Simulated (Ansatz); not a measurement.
Born–Oppenheimer molecular dynamics of C2H5NS (9 atoms, charge 0, multiplicity 1). It starts at the highest image of a converged band, a first-order saddle point between two minima.

Theory: UKS B3LYP-D4/def2-SVP (Ansatz 0.2.0).

| Quantity | Value |
| --- | --- |
| ensemble | NVE (velocity Verlet) |
| time step | 0.5 fs |
| steps asked | 200 |
| starting velocities drawn for | 300 K |
| seed | 5185 |

First frame:

```xyz
9
Properties=species:S:1:pos:R:3
C 0.793 0.998 0.078
C -0.022 -0.072 0.098
N 0.060 -1.166 -0.747
S -1.385 -0.194 1.279
H 1.587 1.082 -0.670
H 0.675 1.805 0.799
H -0.492 -1.978 -0.502
H 0.969 -1.371 -1.147
H -2.096 0.849 0.795
```

**Question.** How far do the bonds stretch over the last three quarters of this one trajectory? (Pairs bonded in most of those frames.)

**Answer.** 
```csv
bond,mean (Å),spread (Å),shortest,longest
C1–C2,1.348,0.009,1.33,1.36
C1–H5,1.097,0.010,1.08,1.12
C1–H6,1.090,0.008,1.08,1.10
C2–N3,1.387,0.014,1.37,1.41
C2–S4,1.807,0.014,1.78,1.83
N3–H7,1.014,0.018,0.98,1.04
N3–H8,1.016,0.019,0.99,1.05
S4–H9,1.358,0.017,1.33,1.39
```

Mean temperature of the second half: 208 K. The conserved energy stayed within 0.12 meV per atom of its start (net change 0.091 meV per atom), so the integration is sound. A run of 0.1 ps of so small a system gives no equilibrium averages. The orbitals stay closed-shell, which can raise the energy where a bond breaks towards radicals; this wasn't checked here.

Run time: 8.5 min on 2 threads of Arm Neoverse V1, with other jobs on the host, peak memory 0.22 GiB.
